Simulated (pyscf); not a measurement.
Structures and frequencies: ωB97X-D3(BJ)/def2-SVP in PySCF.

SMILES: CC(F)C(F)F
```xyz
11

C      1.0942    -0.0337    -0.0883
C      0.1550     0.9450     0.5809
F      0.8752     1.9134     1.2568
C     -0.7512     1.6732    -0.4023
F     -0.0268     2.2127    -1.4116
F     -1.6192     0.7781    -0.9411
H      0.5165    -0.8023    -0.6225
H      1.7346     0.4945    -0.8085
H      1.7262    -0.5221     0.6670
H     -0.4994     0.4354     1.3101
H     -1.3225     2.4813     0.0866
```
Charge 0, spin multiplicity 1.

Q: How much does it cost (ΔH, 298 K, ωB97M-D3(BJ)/def2-TZVP) to split H₃C–CH(F)–CH(F)–F at its C–F bond into H₃C–CH•–CH(F)–F + F•?

A: C–F to H₃C–CH•–CH(F)–F + F•: 465.9 kJ/mol. The 7 functionals that were run give +450.8 (r²SCAN) to +475.6 kJ/mol (PBE). H₃C–CH(F)–CH(F)–F lies 61.9 kJ/mol over its isomer H₃C–CH₂–C(F)(F)–F, and others may lie lower still (electronic energy, ωB97M-D3(BJ)). Other isomers of H₃C–CH•–CH(F)–F were not searched in full and may lie lower. Left out: the spin-orbit lowering of F.
